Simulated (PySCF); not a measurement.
Homolysis of single bonds, series HO-X. Gas-phase values, no solvent. One relaxed conformer stands for each flexible species; it need not be the lowest. Strings in code marks are SMILES.

The numbers are results of M06-2X/def2-TZVP // B3LYP-D3(BJ)/def2-TZVP (PySCF), not measurements. All candidates: neutral, multiplicity 2. 

```yaml
dipole_moment: 0.50 D
highest_occupied_spin_orbital: -6.13 eV
```

Problem. Which member has these values?
(A) `[CH]=O`
(B) `C[Si](C)C`
(C) `[CH2]C`
(D) `[SH]`

Solution. B, `C[Si](C)C`. The others give `[CH2]C`: 0.29 D, -6.96 eV; `[CH]=O`: 1.72 D, -7.65 eV; `[SH]`: 0.89 D, -8.55 eV
